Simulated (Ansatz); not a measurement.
# Abstraction of F: C3H7FO + OH → C3H7O + HOF

Species: C3H7FO (2-fluoroethyl methyl ether) `COCCF`, singlet; OH, doublet; C3H7O `[CH2]COC`, doublet; HOF (hypofluorous acid) `OF`, singlet. A radical takes F: the energy is the difference in strength between the C–F bond broken and the O–F bond made.

Shapes, held fixed at every level: PBE0-D4/def2-TZVP. Flexible molecules stand in one conformer, not always the lowest. Programs: Ansatz 0.2.0. The zero-point and thermal change to 298 K, harmonic and unscaled (PBE0-D4/def2-TZVP), is -6.9 kJ/mol.

| level | kind | ΔH(298 K) (kJ/mol) | less CCSD(T)/CBS estimate | CPU time (sum over the molecules) |
| --- | --- | --- | --- | --- |
| MP2/def2-SVP | perturbation theory | +277.9 | +10.3 | – |
| PBE-D4/def2-TZVPP | GGA | +229.9 | -37.7 | 27 s |
| B3LYP-D4/def2-TZVPP | global hybrid | +258.1 | -9.5 | 44 s |
| r2SCAN0-D4/def2-TZVPP | global hybrid | +273.1 | +5.5 | 49 s |
| wB97X-V/def2-TZVPP | range-separated hybrid | +266.6 | -1.0 | 75 s |
| CCSD(T)/def2-TZVPP | coupled cluster or CI | +268.7 | +1.1 | 11 min |
| CCSD/def2-TZVPP | coupled cluster or CI | +277.9 | +10.3 | – |
| CCSD(T)/CBS estimate | coupled cluster or CI | +267.6 | 0.0 | 14 min |

The highest level, CCSD(T)/CBS estimate, gives ΔH(298 K) = +267.6 kJ/mol; the levels span +229.9 to +277.9. The column of differences is taken from that level and isn't an error. No measured value is set beside it here. Open shells run unrestricted. The CBS estimate extrapolates MP2 from def2-TZVPP and def2-QZVPP and adds CCSD(T) − MP2 in the triple-zeta set, cores frozen. Times are processor times on shared x86 and Arm servers, and rough.
